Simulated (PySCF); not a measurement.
A structure optimised at PBE-D3(BJ)/def2-SVP, used in a PySCF frequency run:

```
C
C 1 1.3524
H 2 1.1003 1 121.69
H 2 1.1027 3 117.17 1 180.00
H 1 1.1054 2 119.27 3 0.00
C 1 1.4563 5 116.29 2 180.00
C 6 1.3524 1 124.44 5 0.00
H 7 1.1003 6 121.69 1 180.00
H 7 1.1027 8 117.17 6 180.00
H 6 1.1054 7 119.27 8 0.00
```
Charge 0, spin multiplicity 1.

Problem. Write its SMILES, formula and point group.

Solution. C=CC=C, C4H6, C2h

Problem. What are its rotational constants (standard atomic weights)?

Solution. 41.597, 4.3556, 3.9428 GHz
